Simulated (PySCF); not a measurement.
Exercise with solution: entropy of an ideal gas

CH3O, SMILES [CH2]O, multiplicity 2.

Geometry: PBE-D3(BJ)/def2-TZVP. The isomer is the one that the SMILES or the coordinates give; other isomers of the formula were not compared.

PBE-D3(BJ)/def2-TZVP run with PySCF 2.14.0 gives the harmonic wavenumbers 414, 522, 1022, 1178, 1326, 1435, 3064, 3206, 3705 cm⁻¹ and the rotational temperatures 9.1097, 1.4243, 1.2418 K. The molar mass is 31.03 g/mol, the symmetry number 1, the spin multiplicity 2.

Task: Work out the entropy at 298.15 K and 1 atm in the rigid-rotor, harmonic-oscillator model.

Result: 
Translation (Sackur–Tetrode at 1 atm): S = R[1.5 ln M + 2.5 ln T − 1.16487] = 151.6 J/(mol K).
Rotation: q = (√π/σ) T^1.5/√(θA θB θC) = 2270, S = R[ln q + 3/2] = 76.7 J/(mol K).
Vibration: with u = 1.4388 ν/T, each mode gives R[u/(e^u − 1) − ln(1 − e^−u)]:
| ν (cm⁻¹) | modes | u | S (J/(mol K)) |
|---|---|---|---|
| 414 | 1 | 2.00 | 3.82 |
| 522 | 1 | 2.52 | 2.53 |
| 1022 | 1 | 4.93 | 0.36 |
| 1178 | 1 | 5.68 | 0.19 |
| 1326 | 1 | 6.40 | 0.10 |
| 1435 | 1 | 6.92 | 0.06 |
The stiffer modes add less than 0.005 each. Sum 7.1 J/(mol K).
Spin: R ln 2 = 5.8 J/(mol K).
Total 241.1 J/(mol K); the program's own thermochemistry gives 241.2. Translation makes up 63 % and vibration 3 %. Anharmonicity, hindered rotation and orbital degeneracy are left out.
